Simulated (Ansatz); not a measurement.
Ansatz (a program for electronic structure) input (HF/6-31G*):

Ansatz 0.2 input:
```yaml
crystal:
  periodic: [false, false, false]
  atoms:
    - {symbol: C, position_ang: [-0.01756492, 0.10050211, 1.56863811]}
    - {symbol: C, position_ang: [-0.00252158, 0.01642929, 0.22475637]}
    - {symbol: H, position_ang: [-0.01949204, -0.94262912, 1.96939526]}
    - {symbol: C, position_ang: [0.00390832, 1.27524199, -0.63049387]}
    - {symbol: H, position_ang: [-0.00530376, 2.14741298, 0.01444519]}
    - {symbol: H, position_ang: [0.88440112, 1.34582657, -1.28377231]}
    - {symbol: H, position_ang: [-0.86226988, 1.34164234, -1.30306267]}
    - {symbol: C, position_ang: [0.00994413, -1.24722982, -0.62987004]}
    - {symbol: H, position_ang: [0.00521248, -2.13925039, -0.00795087]}
    - {symbol: H, position_ang: [-0.85486728, -1.31342156, -1.30325272]}
    - {symbol: H, position_ang: [0.88972364, -1.30924231, -1.28398532]}
basis:
  gaussian:
    orbitals: 6-31G*
hamiltonian:
  xc: {name: HF}
total_charge: -1
phonons: {temperatures: {t_min: 298.15, t_max: 298.15, t_step: 100}}
```

Output:

```
WARN ansatz: RAYON_NUM_THREADS=1 ignored (pool sized by the plan → 1); use --threads N
Functional definition: HF
integrals: 0.02 GiB planned
896 factors; integrals over basis functions are off by at most 4.9e-4 eV
mean field: 0.15 GiB planned
mean field evaluation 1: about -4225.7506 eV, gradient 3.1e1 eV
mean field evaluation 2: about -4225.7500 eV, gradient 3.1e1 eV
mean field evaluation 4: about -4228.8978 eV, gradient 3.9e0 eV
mean field evaluation 8: about -4228.9855 eV, gradient 3.8e-2 eV
mean field -4228.98530094 eV, -155.4123433004 hartree, gradient 1.4e-5 eV, S^2 0.000000; 0 other end points of the search recorded, 0 dependent functions left out
the calculation of the forces begins
reference -4228.98530094 eV, -155.4123433004 hartree; 16, 16 occupied and 58, 58 virtual orbitals, 896 factors
these checks for a lower state are left out or cut short: stability, starts, cluster_reference, orbital_swaps, neighbouring_geometries, increment
integrals: 0.02 GiB planned
896 factors; integrals over basis functions are off by at most 4.9e-4 eV
mean field: 0.15 GiB planned
mean field evaluation 16: about -4228.9851 eV, gradient 2.6e-6 eV
mean field -4228.98510469 eV, -155.4123360883 hartree, gradient 8.8e-6 eV, S^2 0.000000; 0 other end points of the search recorded, 0 dependent functions left out
the calculation of the forces begins
reference -4228.98510469 eV, -155.4123360883 hartree; 16, 16 occupied and 58, 58 virtual orbitals, 896 factors
these checks for a lower state are left out or cut short: stability, starts, cluster_reference, orbital_swaps, neighbouring_geometries, increment
integrals: 0.02 GiB planned
896 factors; integrals over basis functions are off by at most 4.9e-4 eV
mean field: 0.15 GiB planned
mean field -4228.98510217 eV, -155.4123359958 hartree, gradient 9.0e-6 eV, S^2 0.000000; 0 other end points of the search recorded, 0 dependent functions left out
the calculation of the forces begins
reference -4228.98510217 eV, -155.4123359958 hartree; 16, 16 occupied and 58, 58 virtual orbitals, 896 factors
these checks for a lower state are left out or cut short: stability, starts, cluster_reference, orbital_swaps, neighbouring_geometries, increment
integrals: 0.02 GiB planned
896 factors; integrals over basis functions are off by at most 4.9e-4 eV
mean field: 0.15 GiB planned
mean field -4228.98523754 eV, -155.4123409703 hartree, gradient 8.8e-6 eV, S^2 0.000000; 0 other end points of the search recorded, 0 dependent functions left out
the calculation of the forces begins
reference -4228.98523754 eV, -155.4123409703 hartree; 16, 16 occupied and 58, 58 virtual orbitals, 896 factors
these checks for a lower state are left out or cut short: stability, starts, cluster_reference, orbital_swaps, neighbouring_geometries, increment
integrals: 0.02 GiB planned
896 factors; integrals over basis functions are off by at most 4.9e-4 eV
mean field: 0.15 GiB planned
mean field evaluation 32: about -4228.9852 eV, gradient 2.2e-2 eV
mean field -4228.98523860 eV, -155.4123410096 hartree, gradient 8.9e-6 eV, S^2 0.000000; 0 other end points of the search recorded, 0 dependent functions left out
the calculation of the forces begins
reference -4228.98523860 eV, -155.4123410096 hartree; 16, 16 occupied and 58, 58 virtual orbitals, 896 factors
these checks for a lower state are left out or cut short: stability, starts, cluster_reference, orbital_swaps, neighbouring_geometries, increment
integrals: 0.02 GiB planned
896 factors; integrals over basis functions are off by at most 4.9e-4 eV
mean field: 0.15 GiB planned
mean field -4228.98504689 eV, -155.4123339640 hartree, gradient 8.9e-6 eV, S^2 0.000000; 0 other end points of the search recorded, 0 dependent functions left out
the calculation of the forces begins
reference -4228.98504689 eV, -155.4123339640 hartree; 16, 16 occupied and 58, 58 virtual orbitals, 896 factors
these checks for a lower state are left out or cut short: stability, starts, cluster_reference, orbital_swaps, neighbouring_geometries, increment
integrals: 0.02 GiB planned
896 factors; integrals over basis functions are off by at most 4.9e-4 eV
mean field: 0.15 GiB planned
mean field -4228.98504874 eV, -155.4123340322 hartree, gradient 8.8e-6 eV, S^2 0.000000; 0 other end points of the search recorded, 0 dependent functions left out
the calculation of the forces begins
reference -4228.98504874 eV, -155.4123340322 hartree; 16, 16 occupied and 58, 58 virtual orbitals, 896 factors
these checks for a lower state are left out or cut short: stability, starts, cluster_reference, orbital_swaps, neighbouring_geometries, increment
integrals: 0.02 GiB planned
896 factors; integrals over basis functions are off by at most 4.9e-4 eV
mean field: 0.15 GiB planned
[...]
these checks for a lower state are left out or cut short: stability, starts, cluster_reference, orbital_swaps, neighbouring_geometries, increment
integrals: 0.02 GiB planned
896 factors; integrals over basis functions are off by at most 4.9e-4 eV
mean field: 0.15 GiB planned
mean field -4228.98512897 eV, -155.4123369806 hartree, gradient 8.9e-6 eV, S^2 0.000000; 0 other end points of the search recorded, 0 dependent functions left out
the calculation of the forces begins
reference -4228.98512897 eV, -155.4123369806 hartree; 16, 16 occupied and 58, 58 virtual orbitals, 896 factors
these checks for a lower state are left out or cut short: stability, starts, cluster_reference, orbital_swaps, neighbouring_geometries, increment
integrals: 0.02 GiB planned
896 factors; integrals over basis functions are off by at most 4.9e-4 eV
mean field: 0.15 GiB planned
mean field -4228.98513112 eV, -155.4123370595 hartree, gradient 8.9e-6 eV, S^2 0.000000; 0 other end points of the search recorded, 0 dependent functions left out
the calculation of the forces begins
reference -4228.98513112 eV, -155.4123370595 hartree; 16, 16 occupied and 58, 58 virtual orbitals, 896 factors
these checks for a lower state are left out or cut short: stability, starts, cluster_reference, orbital_swaps, neighbouring_geometries, increment
integrals: 0.02 GiB planned
896 factors; integrals over basis functions are off by at most 4.9e-4 eV
mean field: 0.15 GiB planned
mean field -4228.98525106 eV, -155.4123414672 hartree, gradient 8.9e-6 eV, S^2 0.000000; 0 other end points of the search recorded, 0 dependent functions left out
the calculation of the forces begins
reference -4228.98525106 eV, -155.4123414672 hartree; 16, 16 occupied and 58, 58 virtual orbitals, 896 factors
these checks for a lower state are left out or cut short: stability, starts, cluster_reference, orbital_swaps, neighbouring_geometries, increment
integrals: 0.02 GiB planned
896 factors; integrals over basis functions are off by at most 4.9e-4 eV
mean field: 0.15 GiB planned
mean field -4228.98525101 eV, -155.4123414656 hartree, gradient 8.9e-6 eV, S^2 0.000000; 0 other end points of the search recorded, 0 dependent functions left out
the calculation of the forces begins
reference -4228.98525101 eV, -155.4123414656 hartree; 16, 16 occupied and 58, 58 virtual orbitals, 896 factors
these checks for a lower state are left out or cut short: stability, starts, cluster_reference, orbital_swaps, neighbouring_geometries, increment
integrals: 0.02 GiB planned
896 factors; integrals over basis functions are off by at most 4.9e-4 eV
mean field: 0.15 GiB planned
mean field -4228.98525372 eV, -155.4123415650 hartree, gradient 8.9e-6 eV, S^2 0.000000; 0 other end points of the search recorded, 0 dependent functions left out
the calculation of the forces begins
reference -4228.98525372 eV, -155.4123415650 hartree; 16, 16 occupied and 58, 58 virtual orbitals, 896 factors
these checks for a lower state are left out or cut short: stability, starts, cluster_reference, orbital_swaps, neighbouring_geometries, increment
integrals: 0.02 GiB planned
896 factors; integrals over basis functions are off by at most 4.9e-4 eV
mean field: 0.15 GiB planned
mean field evaluation 192: about -4228.9869 eV, gradient 7.4e-2 eV
mean field -4228.98525257 eV, -155.4123415229 hartree, gradient 8.9e-6 eV, S^2 0.000000; 0 other end points of the search recorded, 0 dependent functions left out
the calculation of the forces begins
reference -4228.98525257 eV, -155.4123415229 hartree; 16, 16 occupied and 58, 58 virtual orbitals, 896 factors
these checks for a lower state are left out or cut short: stability, starts, cluster_reference, orbital_swaps, neighbouring_geometries, increment
integrals: 0.02 GiB planned
896 factors; integrals over basis functions are off by at most 4.9e-4 eV
mean field: 0.15 GiB planned
mean field -4228.98522868 eV, -155.4123406450 hartree, gradient 8.9e-6 eV, S^2 0.000000; 0 other end points of the search recorded, 0 dependent functions left out
the calculation of the forces begins
reference -4228.98522868 eV, -155.4123406450 hartree; 16, 16 occupied and 58, 58 virtual orbitals, 896 factors
these checks for a lower state are left out or cut short: stability, starts, cluster_reference, orbital_swaps, neighbouring_geometries, increment
integrals: 0.02 GiB planned
896 factors; integrals over basis functions are off by at most 4.9e-4 eV
mean field: 0.15 GiB planned
mean field -4228.98523066 eV, -155.4123407178 hartree, gradient 8.9e-6 eV, S^2 0.000000; 0 other end points of the search recorded, 0 dependent functions left out
the calculation of the forces begins
reference -4228.98523066 eV, -155.4123407178 hartree; 16, 16 occupied and 58, 58 virtual orbitals, 896 factors
these checks for a lower state are left out or cut short: stability, starts, cluster_reference, orbital_swaps, neighbouring_geometries, increment
integrals: 0.02 GiB planned
896 factors; integrals over basis functions are off by at most 4.9e-4 eV
mean field: 0.15 GiB planned
mean field -4228.98528336 eV, -155.4123426544 hartree, gradient 7.4e-6 eV, S^2 0.000000; 0 other end points of the search recorded, 0 dependent functions left out
the calculation of the forces begins
reference -4228.98528336 eV, -155.4123426544 hartree; 16, 16 occupied and 58, 58 virtual orbitals, 896 factors
these checks for a lower state are left out or cut short: stability, starts, cluster_reference, orbital_swaps, neighbouring_geometries, increment
integrals: 0.02 GiB planned
896 factors; integrals over basis functions are off by at most 4.9e-4 eV
mean field: 0.15 GiB planned
mean field -4228.98528387 eV, -155.4123426730 hartree, gradient 7.5e-6 eV, S^2 0.000000; 0 other end points of the search recorded, 0 dependent functions left out
the calculation of the forces begins
reference -4228.98528387 eV, -155.4123426730 hartree; 16, 16 occupied and 58, 58 virtual orbitals, 896 factors
these checks for a lower state are left out or cut short: stability, starts, cluster_reference, orbital_swaps, neighbouring_geometries, increment
integrals: 0.02 GiB planned
896 factors; integrals over basis functions are off by at most 4.9e-4 eV
mean field: 0.15 GiB planned
mean field -4228.98525183 eV, -155.4123414955 hartree, gradient 8.9e-6 eV, S^2 0.000000; 0 other end points of the search recorded, 0 dependent functions left out
the calculation of the forces begins
reference -4228.98525183 eV, -155.4123414955 hartree; 16, 16 occupied and 58, 58 virtual orbitals, 896 factors
these checks for a lower state are left out or cut short: stability, starts, cluster_reference, orbital_swaps, neighbouring_geometries, increment
integrals: 0.02 GiB planned
896 factors; integrals over basis functions are off by at most 4.9e-4 eV
mean field: 0.15 GiB planned
mean field evaluation 224: about -4228.9853 eV, gradient 8.9e-6 eV
mean field -4228.98525371 eV, -155.4123415646 hartree, gradient 8.9e-6 eV, S^2 0.000000; 0 other end points of the search recorded, 0 dependent functions left out
the calculation of the forces begins
reference -4228.98525371 eV, -155.4123415646 hartree; 16, 16 occupied and 58, 58 virtual orbitals, 896 factors
Total energy: -4228.98530094 eV, -155.4123433004 hartree
Atom 0 at    -0.017565     0.100502     1.568638 Å, force     0.000009     0.000264    -0.000852 eV/Å
Atom 1 at    -0.002522     0.016429     0.224756 Å, force    -0.000006    -0.000274     0.000627 eV/Å
Atom 2 at    -0.019492    -0.942629     1.969395 Å, force    -0.000001    -0.000196     0.000101 eV/Å
Atom 3 at     0.003908     1.275242    -0.630494 Å, force     0.000000     0.000325    -0.000080 eV/Å
Atom 4 at    -0.005304     2.147413     0.014445 Å, force    -0.000001    -0.000158     0.000110 eV/Å
Atom 5 at     0.884401     1.345827    -1.283772 Å, force     0.000076    -0.000011    -0.000040 eV/Å
Atom 6 at    -0.862270     1.341642    -1.303063 Å, force    -0.000075    -0.000012    -0.000042 eV/Å
Atom 7 at     0.009944    -1.247230    -0.629870 Å, force    -0.000011     0.000567     0.000896 eV/Å
Atom 8 at     0.005212    -2.139250    -0.007951 Å, force     0.000001    -0.000301    -0.000023 eV/Å
Atom 9 at    -0.854867    -1.313422    -1.303253 Å, force    -0.000314    -0.000103    -0.000352 eV/Å
Atom 10 at     0.889724    -1.309242    -1.283985 Å, force     0.000322    -0.000101    -0.000345 eV/Å
Dipole moment:     0.011987    -0.251918    -1.030744 e Å
Vibrations: 214.12 255.27 401.13 430.07 512.89 832.84 881.31 999.20 1134.19 1140.02 1166.92 1186.82 1364.29 1521.88 1528.96 1621.75 1630.58 1632.66 1639.93 1708.07 2849.48 3062.71 3066.01 3077.66 3079.36 3215.93 3252.11 cm⁻¹, zero-point energy 2.690839 eV
```

The blocks after the first are displaced geometries, from whose forces the wavenumbers follow.

The dipole moment of an ion depends on the origin.
